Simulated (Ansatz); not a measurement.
# C2H6O3S (dimethyl sulfite) at 6 levels

We compute a comparison of 6 runs (HF/STO-3G, B3LYP/6-31G*, PBE/6-31G*, r2SCAN0/6-31G*, wB97X/6-31G*, MP2/6-31G*) of C2H6O3S (dimethyl sulfite). 

Program for the calculation: Ansatz 0.2.0.

59 further runs of the same task are left out: 59 set aside as unsound or not needed.

## (1) The molecule

C2H6O3S: 12 atoms, total charge 0, spin state singlet. SMILES: `COS(=O)OC`. The C1–H9 distance was set to 1.970 Å, away from the relaxed value. At this shape a bond of the SMILES string is far longer than usual.

Bond lengths: C1–O2 1.424 Å, O2–S3 1.631 Å, S3–O4 1.441 Å, S3–O5 1.613 Å, O5–C6 1.432 Å, C1–H7 1.089 Å, C1–H8 1.093 Å, C6–H10 1.090 Å, C6–H11 1.092 Å, C6–H12 1.088 Å. Some angles: C1–O2–S3 114.5°, O2–S3–O4 102.7°, O2–S3–O5 99.5°, O4–S3–O5 108.6°, S3–O5–C6 117.3°, O2–C1–H7 106.4°, O2–C1–H8 110.8°, O5–C6–H10 110.4°, O5–C6–H11 110.6°, O5–C6–H12 105.7°.

## (2) The energy at HF/STO-3G (run 1)

input.yaml reads:

```yaml
basis:
  gaussian:
    orbitals: STO-3G
crystal:
  periodic: [false, false, false]
  atoms:
    - {symbol: C, position_ang: [-1.576953, -0.959609, 0.106191]}
    - {symbol: O, position_ang: [-0.775623, -0.672979, -1.035529]}
    - {symbol: S, position_ang: [0.762327, -0.250589, -0.694239]}
    - {symbol: O, position_ang: [1.344267, -0.092329, -2.003149]}
    - {symbol: O, position_ang: [0.502817, 1.211871, -0.065119]}
    - {symbol: C, position_ang: [0.052627, 2.240081, -0.955149]}
    - {symbol: H, position_ang: [-2.439313, -1.517279, -0.254839]}
    - {symbol: H, position_ang: [-1.908373, -0.037549, 0.589791]}
    - {symbol: H, position_ang: [-0.594160, -2.058900, 1.412250]}
    - {symbol: H, position_ang: [0.747927, 2.352871, -1.786929]}
    - {symbol: H, position_ang: [-0.943023, 2.007751, -1.337359]}
    - {symbol: H, position_ang: [0.022657, 3.151041, -0.361189]}
hamiltonian:
  xc: hf
accuracy: high
output:
  orbitals: {seedname: orbitals}
```

On the command line:

```
ansatz run input.yaml --threads 1 --pin off --max-ram 3480MiB --events-out events.jsonl --progress --plain --runs-dir runs
```

Standard output:

```text
Warning: RAYON_NUM_THREADS=1 ignored (pool sized by the plan → 1); use --threads N
Functional definition: HF
  name "HF"
  exchange = exact_x
  correlation = 0
882 factors; integrals over basis functions are off by at most 3.3e-8 eV
mean field evaluation 1: about -18839.1497 eV, gradient 4.0e1 eV
mean field evaluation 2: about -18839.4795 eV, gradient 4.0e1 eV
mean field evaluation 4: about -18845.7743 eV, gradient 5.0e0 eV
mean field evaluation 8: about -18845.8866 eV, gradient 1.7e-1 eV
mean field -18845.88680478 eV, -692.5735658748 hartree, gradient 2.2e-8 eV, S^2 0.000000; 0 other end points of the search recorded, 0 dependent functions left out
reference -18845.88680478 eV, -692.5735658748 hartree; 29, 29 occupied and 11, 11 virtual orbitals, 882 factors
Total energy: -18845.88680478 eV, -692.5735658748 hartree
```

It took 0.62 s on 1 thread of Arm Neoverse V1, shared host.

## (3) A single-point energy at B3LYP/6-31G(d) (spherical functions) (run 2)

job.yaml reads:

```yaml
basis:
  gaussian: {orbitals: 6-31G_st_-spherical.json}
crystal:
  periodic: [false, false, false]
  atoms:
    - {symbol: C, position_ang: [-1.576953, -0.959609, 0.106191]}
    - {symbol: O, position_ang: [-0.775623, -0.672979, -1.035529]}
    - {symbol: S, position_ang: [0.762327, -0.250589, -0.694239]}
    - {symbol: O, position_ang: [1.344267, -0.092329, -2.003149]}
    - {symbol: O, position_ang: [0.502817, 1.211871, -0.065119]}
    - {symbol: C, position_ang: [0.052627, 2.240081, -0.955149]}
    - {symbol: H, position_ang: [-2.439313, -1.517279, -0.254839]}
    - {symbol: H, position_ang: [-1.908373, -0.037549, 0.589791]}
    - {symbol: H, position_ang: [-0.594160, -2.058900, 1.412250]}
    - {symbol: H, position_ang: [0.747927, 2.352871, -1.786929]}
    - {symbol: H, position_ang: [-0.943023, 2.007751, -1.337359]}
    - {symbol: H, position_ang: [0.022657, 3.151041, -0.361189]}
hamiltonian: {xc: {name: B3LYP}}
accuracy: high
output: {orbitals: {seedname: orbitals}}
```

The basis set 6-31G* is read from a file made from the Basis Set Exchange's data (not shown).

On the command line:

```
ansatz run job.yaml --threads 1 --pin off --max-ram 3480MiB --events-out events.jsonl --progress --plain --runs-dir runs
```

Standard output:

```text
Warning: RAYON_NUM_THREADS=1 ignored (pool sized by the plan → 1); use --threads N
Functional definition: B3LYP
  name "B3LYP"
  parameter a0 = 0.2
  parameter ax = 0.72
  parameter ac = 0.81
  exchange = (1 - a0 - ax)*slater_x + ax*b88_x + a0*exact_x
  correlation = (1 - ac)*vwn_rpa_c + ac*lyp_c
2416 factors; integrals over basis functions are off by at most 3.9e-9 eV
mean field evaluation 1: about -19131.9004 eV, gradient 7.4e1 eV
mean field evaluation 2: about -19105.4901 eV, gradient 1.4e2 eV
mean field evaluation 4: about -19142.0978 eV, gradient 1.1e1 eV
mean field evaluation 8: about -19142.7202 eV, gradient 1.9e0 eV
mean field evaluation 16: about -19142.7290 eV, gradient 4.0e-4 eV
mean field -19142.72899547 eV, -703.4823151758 hartree, gradient 2.2e-8 eV, S^2 0.000000; 0 other end points of the search recorded, 0 dependent functions left out
reference -19142.72903364 eV, -703.4823165785 hartree; 29, 29 occupied and 71, 71 virtual orbitals, 2416 factors
Total energy: -19142.72903364 eV, -703.4823165785 hartree
```

Run time: 14 s. Hardware: 1 thread of Arm Neoverse V1, shared host; peak memory 0.4 GiB.

Runs 3 to 4 aren't shown in full; the table further down has their settings and results.

## (4) The energy at wB97X/6-31G(d) (spherical functions) (run 5)

run.yaml reads:

```yaml
basis:
  gaussian: {orbitals: 6-31G_st_-spherical.json}
crystal:
  periodic: [false, false, false]
  atoms:
    - {symbol: C, position_ang: [-1.576953, -0.959609, 0.106191]}
    - {symbol: O, position_ang: [-0.775623, -0.672979, -1.035529]}
    - {symbol: S, position_ang: [0.762327, -0.250589, -0.694239]}
    - {symbol: O, position_ang: [1.344267, -0.092329, -2.003149]}
    - {symbol: O, position_ang: [0.502817, 1.211871, -0.065119]}
    - {symbol: C, position_ang: [0.052627, 2.240081, -0.955149]}
    - {symbol: H, position_ang: [-2.439313, -1.517279, -0.254839]}
    - {symbol: H, position_ang: [-1.908373, -0.037549, 0.589791]}
    - {symbol: H, position_ang: [-0.594160, -2.058900, 1.412250]}
    - {symbol: H, position_ang: [0.747927, 2.352871, -1.786929]}
    - {symbol: H, position_ang: [-0.943023, 2.007751, -1.337359]}
    - {symbol: H, position_ang: [0.022657, 3.151041, -0.361189]}
hamiltonian: {xc: {name: wB97X}}
accuracy: high
output: {orbitals: {seedname: orbitals}}
```

The basis set 6-31G* is read from a file made from the Basis Set Exchange's data (not shown).

On the command line:

```
ansatz run run.yaml --threads 1 --pin off --max-ram 3480MiB --events-out events.jsonl --progress --plain --runs-dir runs
```

Standard output, shortened:

```text
Warning: RAYON_NUM_THREADS=1 ignored (pool sized by the plan → 1); use --threads N
Functional definition: wB97X
  name "wB97X"
[...]
      + exact_x_lr(omega)
[...]
      + integral(e_c_pw_opposite_spin*poly(b97_u_opposite, 1, cos1, cos2, cos3, cos4))
2416 factors; integrals over basis functions are off by at most 3.9e-9 eV
406 factors; integrals over basis functions are off by at most 2.3e-9 eV
[...]
mean field -19139.93187241 eV, -703.3795227991 hartree, gradient 9.3e-8 eV, S^2 0.000000; 0 other end points of the search recorded, 0 dependent functions left out
reference -19139.93186995 eV, -703.3795227088 hartree; 29, 29 occupied and 71, 71 virtual orbitals, 2416 factors
Total energy: -19139.93186995 eV, -703.3795227088 hartree
```

Wall time 46 s (1 thread of Arm Neoverse V1, shared host); peak memory 0.68 GiB.

## (5) A single-point energy at MP2/6-31G(d) (spherical functions) (run 6)

molecule.yaml reads:

```yaml
crystal:
  periodic: [false, false, false]
  atoms:
    - {symbol: C, position_ang: [-1.576953, -0.959609, 0.106191]}
    - {symbol: O, position_ang: [-0.775623, -0.672979, -1.035529]}
    - {symbol: S, position_ang: [0.762327, -0.250589, -0.694239]}
    - {symbol: O, position_ang: [1.344267, -0.092329, -2.003149]}
    - {symbol: O, position_ang: [0.502817, 1.211871, -0.065119]}
    - {symbol: C, position_ang: [0.052627, 2.240081, -0.955149]}
    - {symbol: H, position_ang: [-2.439313, -1.517279, -0.254839]}
    - {symbol: H, position_ang: [-1.908373, -0.037549, 0.589791]}
    - {symbol: H, position_ang: [-0.594160, -2.058900, 1.412250]}
    - {symbol: H, position_ang: [0.747927, 2.352871, -1.786929]}
    - {symbol: H, position_ang: [-0.943023, 2.007751, -1.337359]}
    - {symbol: H, position_ang: [0.022657, 3.151041, -0.361189]}
basis:
  gaussian:
    orbitals: 6-31G_st_-spherical.json
correlation:
  method: mp2
  frozen_orbitals: {C: 1, H: 0, O: 1, S: 5}
accuracy: high
```

The basis set 6-31G* is read from a file made from the Basis Set Exchange's data (not shown).

On the command line:

```
ansatz run molecule.yaml --threads 1 --pin off --max-ram 3480MiB --events-out events.jsonl --progress --plain --runs-dir runs
```

Standard output:

```text
Warning: RAYON_NUM_THREADS=1 ignored (pool sized by the plan → 1); use --threads N
Functional definition: HF
  name "HF"
  exchange = exact_x
  correlation = 0
2416 factors; integrals over basis functions are off by at most 3.9e-9 eV
mean field evaluation 1: about -19072.7611 eV, gradient 4.7e1 eV
mean field evaluation 2: about -19072.9210 eV, gradient 4.7e1 eV
mean field evaluation 4: about -19077.5441 eV, gradient 5.2e0 eV
mean field evaluation 8: about -19077.6243 eV, gradient 4.8e-1 eV
mean field evaluation 16: about -19077.6254 eV, gradient 1.9e-8 eV
mean field -19077.62540912 eV, -701.0898025063 hartree, gradient 1.9e-8 eV, S^2 0.000000; 0 other end points of the search recorded, 0 dependent functions left out; unrestricted orbitals would lower it
10 core orbitals not correlated: weight in the atoms' cores, before any rotation towards them, 1.000 or more for the frozen orbitals, at most 0.000 for the correlated occupied ones
reference -19077.62540912 eV, -701.0898025063 hartree; 19, 19 occupied and 71, 71 virtual orbitals, 2416 factors
second order -25.72365232 eV of doubles, -0.00000000 eV of singles
Total energy: -19103.34906144 eV, -702.0351292930 hartree
```

Wall time 6 s (1 thread of Arm Neoverse V1, shared host); peak memory 0.34 GiB.

## (6) The series

```csv
run,level,frozen core orbitals,energy (Eh),HOMO energy (eV),LUMO energy (eV),HOMO–LUMO gap (eV),wall time
1,HF/STO-3G,–,-692.573566,-6.99,5.10,12.10,0.62 s
2,B3LYP/6-31G* (spherical functions),–,-703.482317,-7.54,-2.06,5.48,14 s
3,PBE/6-31G* (spherical functions),–,-702.968851,-6.39,-2.66,3.73,11 s
4,r2SCAN0/6-31G* (spherical functions),–,-703.227840,-8.02,-1.82,6.21,24 s
5,wB97X/6-31G* (spherical functions),–,-703.379523,-10.15,0.34,10.49,46 s
6,MP2/6-31G* (spherical functions),10,-702.035129,–,–,–,6 s
```

## (7) What came out

| quantity | value |
| --- | --- |
| run 6: total energy | -702.03513 Eh |
| run 6: correlation energy (10 core orbitals frozen) | -945.3 mEh |

In words: Over runs 1, 2, 3, 4, 5 the HOMO–LUMO gap runs from 3.73 eV (PBE/6-31G*) to 12.10 eV (HF/STO-3G). The two ends differ in method and basis. Totals of different functionals can't be ranked against each other. In run 6 the log says that unrestricted orbitals would lower the reference, so the values rest on an unstable closed-shell determinant (other closed-shell runs at this shape may share the fault). In run 1 the basis is minimal, so the values are rough. In runs 1, 2, 3, 4, 5, 6 a closed-shell determinant meets a far-stretched bond, which it describes badly. All runs together took 1.7 min, the longest 46 s.
